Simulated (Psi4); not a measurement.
**CH6B− ([BMeH3]-) at DSD-PBEP86/def2-TZVP (density fitting for correlation)**

Aim: the vertical ionisation energy of CH6B− ([BMeH3]-) at DSD-PBEP86/def2-TZVP (density fitting for correlation), from 2 runs. The job is set up through a Python script.

Program for the calculation: Psi4 1.11.

## 1. Starting point

CH6B− has 8 atoms, charge -1, and is taken as a singlet. As SMILES, `[H][B-]([H])([H])C`. The shape is that of a GFN2-xTB optimisation.

Bond lengths: B1–C2 1.649 Å, C2–H3 1.096 Å, C2–H4 1.096 Å, C2–H5 1.096 Å, B1–H6 1.231 Å, B1–H7 1.231 Å, B1–H8 1.232 Å. Some angles: B1–C2–H3 112.2°, B1–C2–H4 112.2°, B1–C2–H5 112.2°, C2–B1–H6 110.2°, C2–B1–H7 110.2°, C2–B1–H8 110.2°, H3–C2–H4 106.6°, H3–C2–H5 106.6°, H4–C2–H5 106.6°, H6–B1–H7 108.7°.

## 2. A single-point energy at DSD-PBEP86/def2-TZVP (density fitting for correlation)

File run.py:

```python
import psi4

psi4.set_memory(1600000000)
psi4.set_num_threads(1)
psi4.core.set_output_file('output.dat', False)

molecule = psi4.geometry("""
-1 1
B
C 1 1.649116
H 2 1.09557 1 112.18407
H 2 1.095773 3 106.61881 1 123.22943
H 2 1.095998 3 106.59196 4 113.5648
H 1 1.2313 2 110.22726 3 179.36189
H 1 1.230945 6 108.72376 2 120.89463
H 1 1.231534 7 108.70713 6 -118.16728
symmetry c1
no_reorient
no_com
""")

options = {'basis': 'def2-TZVP', 'puream': True, 'e_convergence': 1e-09, 'd_convergence': 1e-08, 'scf_type': 'pk', 'dft_radial_points': 99, 'dft_spherical_points': 590, 'num_frozen_docc': 2}
psi4.set_options(options)

e, wfn = psi4.energy('dsd-pbep86', return_wfn=True)
print('E =', round(e, 9))
for k, v in sorted(psi4.core.scalar_variables().items()):
    print(f'{k:45s} {v:18.10f}')
```

Command:

```console
$ python run.py
```

output.dat:

```text
[...]
  Running in c1 symmetry.
[...]
  Nuclear repulsion =   35.575084277312556
[...]
  Multiplicity = 1
[...]
  Nalpha       = 9
  Nbeta        = 9
[...]
    Number of basis functions: 98
[...]
   @RKS iter   1:   -66.02104107504938   -5.48620e-01   6.43024e-03 ADIIS/DIIS
[...]
   @RKS iter  10:   -66.26723281207792   -1.91847e-12   1.57986e-09 DIIS
[...]
    Orbital Energies [Eh]
    ---------------------
    Doubly Occupied:
       1A    -10.609904     2A     -6.989094     3A     -0.634192
       4A     -0.375490     5A     -0.285914     6A     -0.285791
       7A     -0.155713     8A     -0.141176     9A     -0.141091
[...]
  @RKS Final Energy:   -66.26723281207792
   => Energetics <=
    Nuclear Repulsion Energy =             35.5750842773125555
    One-Electron Energy =                -162.0074669691342706
    Two-Electron Energy =                  63.5765827059981135
    DFT Exchange-Correlation Energy =      -3.4114328262543188
    Empirical Dispersion Energy =           0.0000000000000000
    VV10 Nonlocal Energy =                  0.0000000000000000
    Total Energy =                        -66.2672328120779213
[...]
 Multipole Moments:
 ------------------------------------------------------------------------------------
     Multipole            Electronic (a.u.)      Nuclear  (a.u.)        Total (a.u.)
 ------------------------------------------------------------------------------------
 L = 1.  Multiply by 2.5417464519 to convert [e a0] to [Debye]
 Dipole X            :         -0.0012055            0.0006557           -0.0005498
 Dipole Y            :         -0.0002704           -0.0000333           -0.0003036
 Dipole Z            :          0.7333279            0.6284157            1.3617436
 Magnitude           :                                                    1.3617437
[...]
```

Standard output:

```text
E = -66.441297904
CURRENT ENERGY                                    -66.4412979042
CURRENT REFERENCE ENERGY                          -66.2672328121
DD SOLVATION ENERGY                                 0.0000000000
DFT FUNCTIONAL TOTAL ENERGY                       -66.2672328121
DFT TOTAL ENERGY                                  -66.4412979042
DFT VV10 ENERGY                                     0.0000000000
DFT XC ENERGY                                      -3.4114328263
DOUBLE-HYBRID CORRECTION ENERGY                    -0.1740650921
DSD-PBEP86 DOUBLE-HYBRID CORRECTION ENERGY         -0.1740650921
DSD-PBEP86 TOTAL ENERGY                           -66.4412979042
GRID ELECTRONS ALPHA                                8.9999996903
GRID ELECTRONS BETA                                 8.9999996903
GRID ELECTRONS TOTAL                               17.9999993805
NUCLEAR REPULSION ENERGY                           35.5750842773
ONE-ELECTRON ENERGY                              -162.0074669691
PCM POLARIZATION ENERGY                             0.0000000000
PE ENERGY                                           0.0000000000
SCF ITERATION ENERGY                              -66.2672328121
SCF ITERATIONS                                     10.0000000000
SCF TOTAL ENERGY                                  -66.2672328121
TWO-ELECTRON ENERGY                                63.5765827060
XC GRID RADIAL POINTS                              99.0000000000
XC GRID SPHERICAL POINTS                          590.0000000000
XC GRID TOTAL POINTS                           445990.0000000000
```

Wall time 23 s (1 thread of AMD EPYC 7R43 (Zen 3), shared host); peak memory 0.81 GiB.

## 3. Doublet neutral CH6B, same level

File ch6b.xyz:

```xyz
8
CH6B
B     -0.002120     0.003030    -0.820260
C      0.002160    -0.002850     0.828840
H     -1.010180     0.041900     1.245300
H      0.550190     0.849940     1.244930
H      0.469650    -0.905360     1.238890
H      1.151450    -0.035240    -1.249110
H     -0.546150     1.024230    -1.240270
H     -0.615010    -0.975650    -1.248310
```

File run.py:

```python
import psi4

psi4.set_memory('1600 MB')
psi4.set_num_threads(1)
psi4.core.set_output_file('ch6b.out', False)

with open('ch6b.xyz') as f:
    atoms = ''.join(f.readlines()[2:])
mol = psi4.geometry('0 2\n' + atoms + 'symmetry c1')

psi4.set_options({
    'basis': 'def2-TZVP',
    'reference': 'uks',
    'puream': True,
    'e_convergence': 1e-09,
    'd_convergence': 1e-08,
    'scf_type': 'pk',
    'dft_radial_points': 99,
    'dft_spherical_points': 590,
    'num_frozen_docc': 2,
    'maxiter': 200,
})

E, wfn = psi4.energy('dsd-pbep86', return_wfn=True)
print('E =', round(E, 9))
```

Command:

```console
$ python run.py
```

ch6b.out:

```text
[...]
  Running in c1 symmetry.
[...]
  Nuclear repulsion =   35.575081270040862
[...]
  Multiplicity = 2
[...]
  Nalpha       = 9
  Nbeta        = 8
[...]
    Number of basis functions: 98
[...]
   @UKS iter   1:   -65.98181945906448   -5.09398e-01   4.91137e-03 DIIS/ADIIS
[...]
   @UKS iter  29:   -66.12331995372759   -5.45270e-11   6.63650e-09 DIIS
[...]
   @S^2 Observed:                7.603489964E-01
[...]
    Orbital Energies [Eh]
    ---------------------
    Alpha Occupied:
       1A    -10.825770     2A     -7.285135     3A     -0.858815
       4A     -0.702898     5A     -0.536020     6A     -0.502834
       7A     -0.469848     8A     -0.405800     9A     -0.402868
    Alpha Virtual:
      10A      0.090756    11A      0.117503    12A      0.136205
      13A      0.141794    14A      0.190914    15A      0.208138
      16A      0.217543    17A      0.219835    18A      0.235629
      19A      0.282553    20A      0.307951    21A      0.316942
      22A      0.337292    23A      0.412798    24A      0.486419
      25A      0.504421    26A      0.512821    27A      0.522212
[...]
  @UKS Final Energy:   -66.12331995372759
   => Energetics <=
    Nuclear Repulsion Energy =             35.5750812700408616
    One-Electron Energy =                -157.7027279979346304
    Two-Electron Energy =                  59.3311231181841023
    DFT Exchange-Correlation Energy =      -3.3267963440179340
    Empirical Dispersion Energy =           0.0000000000000000
    VV10 Nonlocal Energy =                  0.0000000000000000
    Total Energy =                        -66.1233199537275880
[...]
 Multipole Moments:
 ------------------------------------------------------------------------------------
     Multipole            Electronic (a.u.)      Nuclear  (a.u.)        Total (a.u.)
 ------------------------------------------------------------------------------------
 L = 1.  Multiply by 2.5417464519 to convert [e a0] to [Debye]
 Dipole X            :         -0.2552095            0.0015682           -0.2536413
 Dipole Y            :         -0.4073242           -0.0028938           -0.4102180
 Dipole Z            :         -0.6914157            0.6284075           -0.0630082
 Magnitude           :                                                    0.4863978
[...]
```

The script printed:

```text
E = -66.282686133
```

Wall time 73 s (1 thread of AMD EPYC 7R43 (Zen 3), shared host); peak memory 0.8 GiB.

## 4. Outcome

At DSD-PBEP86/def2-TZVP (density fitting for correlation), 2 core orbitals frozen:

| quantity | value |
| --- | --- |
| singlet CH6B−: total energy | -66.44130 Eh |
| singlet CH6B−: HOMO energy (SCF part's orbitals) | -3.84 eV |
| singlet CH6B−: LUMO energy (SCF part's orbitals) | 7.21 eV |
| singlet CH6B−: HOMO–LUMO gap (to an unbound level, set by the basis) | 11.05 eV |
| doublet neutral CH6B: total energy | -66.28269 Eh |
| doublet neutral CH6B: HOMO energy (SCF part's orbitals) (highest over α and β) | -10.50 eV |
| doublet neutral CH6B: LUMO energy (SCF part's orbitals) (lowest over α and β) | -3.98 eV |
| doublet neutral CH6B: ⟨S²⟩ | 0.760 |
| vertical detachment energy (to the doublet neutral) | 4.316 eV |

**Reading.** The vertical ionisation energy comes to 4.32 eV (100 kcal/mol). The negative HOMO energy of the first species, 3.84 eV, lies 0.48 eV below that difference.
